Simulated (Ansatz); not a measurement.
**GeCl2: the relaxed shape and its frontier levels**

What does GeCl2 look like as a singlet, and where do its frontier electrons sit?

The runs use Ansatz 0.2.0, Gaussian basis; RKS PBE0-D4/def2-TZVP.

Levels to be run: relaxation at PBE-D4/def2-TZVP; a single point at PBE0-D4/def2-TZVP.

### Step 1. Starting geometry

3 atoms, charge 0, spin multiplicity 1.

Atoms are counted from 1 here; the program's logs count them from 0.

Bond lengths: Ge1–Cl2 2.162 Å, Ge1–Cl3 2.162 Å. Angles: Cl2–Ge1–Cl3 99.5°.

The start is a GFN2-xTB geometry.

### Step 2. Optimising with PBE-D4/def2-TZVP

Input file in.yaml:

```yaml
crystal:
  periodic: [false, false, false]
  atoms:
    - {symbol: Ge, position_ang: [0.004890, -0.007110, -0.931180]}
    - {symbol: Cl, position_ang: [1.647840, -0.018820, 0.474730]}
    - {symbol: Cl, position_ang: [-1.652730, 0.025930, 0.456450]}
basis:
  gaussian: {orbitals: def2-TZVP}
hamiltonian: {xc: pbe, dispersion: d4}
scf: {lower_state_search: "off"}
output: {orbitals: {seedname: orbitals}}
relax: {f_tol: 0.02, max_steps: 100}
```

The run is started by

```sh
$ ansatz run in.yaml --threads 2 --pin off --events-out ev --progress --plain --max-ram 31744MiB --backend cpu
```

The runs that follow: Single point, PBE0-D4/def2-TZVP.

Q: Predict the results of all the runs planned. Wanted: point group; commonest bond; HOMO, LUMO at PBE0-D4/def2-TZVP; dipole at PBE-D4/def2-TZVP.

The runs gave:

| quantity | value |
| --- | --- |
| point group | C2v |
| commonest bond | Cl–Ge, 2 of mean length 2.205 Å |
| HOMO, LUMO at PBE0-D4/def2-TZVP | -8.17, -3.15 eV |
| dipole at PBE-D4/def2-TZVP | 1.98 D |

What this shows: The molecule keeps its bonding pattern by the stored test; the atoms moved 0.04 Å (rms). No usable vibrations, so a minimum isn't proven.
